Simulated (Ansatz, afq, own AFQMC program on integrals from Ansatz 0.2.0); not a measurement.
# CH$_{4}$ + CH$_{3}$, doublet in cc-pVDZ along one coordinate

```csv
atom,x (Å),y (Å),z (Å)
C,-1.2139,0.0000,0.0000
H,-1.5771,1.0273,0.0000
H,-1.5771,-0.5137,0.8897
H,-1.5771,-0.5137,-0.8897
H,-0.0319,0.0000,0.0000
C,1.2891,0.0000,0.0000
H,1.2891,-1.0800,0.0000
H,1.2891,0.5400,0.9353
H,1.2891,0.5400,-0.9353
```

A hydrogen atom is moved from one rigid fragment to the other; the C1–H5 distance tells how far. The two fragments are held close together, so this isn't a minimum-energy path and the start is a compressed complex. Energies in eV count from this geometry (1.182 Å) at the same level; the start stands on UHF, each point on the determinant named.

Basis cc-pVDZ. Only valence electrons are correlated. AFQMC by an in-house program on the Cholesky factors that Ansatz 0.2.0 writes for its CCSD(T) run. ph-AFQMC/CISD is guided by a CISD state made of CCSD amplitudes; releasing the constraint for a short imaginary time cuts its bias at the price of noise, slowly where states lie close. ± is one standard error of the sampling.

```csv
r(C1–H5) / Å,det.,T1,weight,⟨S²⟩,PBE0,wB97M-V,CCSD(T)
1.228,UHF,0.011,0.87,0.78,0.083,0.090,0.100
1.274,UHF,0.011,0.87,0.78,0.180,0.190,0.210
1.321,UHF,0.011,0.87,0.78,0.290,0.299,0.326
1.413,UHF,0.011,0.87,0.78,0.561,0.555,0.591
```

Task: Estimate the curve of CCSDT(Q), counted from the same start.

Result: 
| r(C1–H5) / Å | det. | T1 | weight | ⟨S²⟩ | CCSDT(Q) | ph-AFQMC/CISD | released AFQMC |
| --- | --- | --- | --- | --- | --- | --- | --- |
| 1.228 | UHF | 0.011 | 0.87 | 0.78 | 0.099 | 0.100 ± 0.006 | 0.095 ± 0.006 |
| 1.274 | UHF | 0.011 | 0.87 | 0.78 | 0.208 | 0.198 ± 0.007 | 0.203 ± 0.007 |
| 1.321 | UHF | 0.011 | 0.87 | 0.78 | 0.324 | 0.322 ± 0.006 | – |
| 1.413 | UHF | 0.011 | 0.87 | 0.78 | 0.590 | 0.583 ± 0.006 | 0.584 ± 0.007 |

Weight is that of the determinant in the CISD state; at the start T1 is 0.011 and the weight 0.87, and ⟨S²⟩ is 0.78. A dash marks a missing value, a released energy that hasn't settled or a functional that sits on another state. Largest departures from CCSDT(Q), at the points where its series has closed: CCSD(T) 0.002 eV at 1.321 (on UHF), ph-AFQMC/CISD -0.010 eV at 1.274 (on UHF) (within the noise), released AFQMC -0.007 eV at 1.413 (on UHF) (within the noise), PBE0 -0.034 eV at 1.321, wB97M-V -0.035 eV at 1.413. Functionals count only at points shown to share the start's state and spin. In this small basis the wave-function levels are far from their limit, so their gap to the functionals isn't the functionals' error.

CCSDT and higher add their correlation energy to the determinant of the CCSD(T) run, since their own runs factorise the integrals more tightly (a shift of under 2 meV). A walk keeps the symmetry of its determinant, which the program's search chose and which needn't be the lowest solution, so a lower state of the same spin and another symmetry isn't excluded. Released energies are given only where the last usable release times agree within the noise; a slower fall can still hide under it.
